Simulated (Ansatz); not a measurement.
We consider A-type hexagonal La2O3, described by PBE+SOC (Ansatz, a first-principles code, PAW).

Settings: plane-wave cutoff 520 eV, 12×12×6 k mesh (along the axes of the cell as run), Fermi–Dirac smearing 0.01 eV, PAW data made under PBE.

Response to compression and expansion:

Shape and atoms are relaxed at each volume.

```tsv
V (Å³/atom)	P (GPa)	direct gap at Γ (eV)	smallest gap on the k mesh (eV)	c (Å)
15.974	4.79	4.525	3.852	6.031
16.307	2.28	4.425	3.838	6.112
16.639	-0.01	4.327	3.821	6.187
16.972	-2.08	4.229	3.805	6.262
17.305	-3.96	4.131	3.786	6.332
```

The fundamental gap (3.82 eV at the equilibrium volume, with added k points) lies elsewhere than Γ–Γ.

Note: the bulk modulus comes from volumes at which shape and atoms were relaxed.
